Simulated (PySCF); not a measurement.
Species: CFCl3.
SMILES: `FC(Cl)(Cl)Cl`

The closed-shell ground state was solved at several levels (PySCF, density fitting, gas phase, non-relativistic). Isolated species at its GFN2-xTB geometry, gas phase.

```
             level  basis functions  total energy (Eh)  HOMO (eV)  LUMO (eV)  gap (eV)  dipole (D)
  HCTH407/6-311G**              114         -1518.7506      -8.06      -2.67      5.39        0.27
 mPW1PW91/6-311G**              114         -1518.6168      -9.32      -1.46      7.86        0.45
  wB97X-D/6-311G**              114         -1518.5380     -11.18       0.40     11.58        0.45
   revPBE/6-311G**              114         -1518.2970      -7.76      -2.40      5.36        0.28
    B97-2/6-311G**              114         -1518.6500      -9.03      -1.54      7.49        0.42
CAM-B3LYP/6-311G**              114         -1518.5896     -10.68      -0.27     10.41        0.46
    wB97X/6-311G**              114         -1518.5516     -11.75       0.84     12.59        0.42
    HSE06/6-311G**              114         -1518.0667      -8.89      -1.84      7.05        0.43
BHandHLYP/6-311G**              114         -1518.5212     -10.62      -0.32     10.30        0.54
  LC-wPBE/6-311G**              114         -1518.1280     -12.14       1.04     13.18        0.42
```

Question: Estimate the row for OLYP/6-311G**, a basis of 114 functions; the other rows only guide the guess.

Answer: Total energy -1518.6169 Eh, HOMO -7.70 eV, LUMO -2.34 eV, gap 5.36 eV, dipole 0.26 D.

Question: In the 6-311G** basis, how does the gap go with the fixed share of exact exchange?

Answer: revPBE (0 %) 5.36 eV; OLYP (0 %) 5.36 eV; HCTH407 (0 %) 5.39 eV; B97-2 (21 %) 7.49 eV; mPW1PW91 (25 %) 7.86 eV; BHandHLYP (50 %) 10.30 eV. Each rise in the share widens the gap here.

Question: How far do the dipole and the HOMO energy spread over the levels?

Answer: The dipole runs from 0.26 to 0.54 D (mean 0.40 D) and the HOMO from -12.14 to -7.70 eV.

wB97X-D is run here without its empirical dispersion term; that term would change no orbital, density or response property at a fixed geometry.
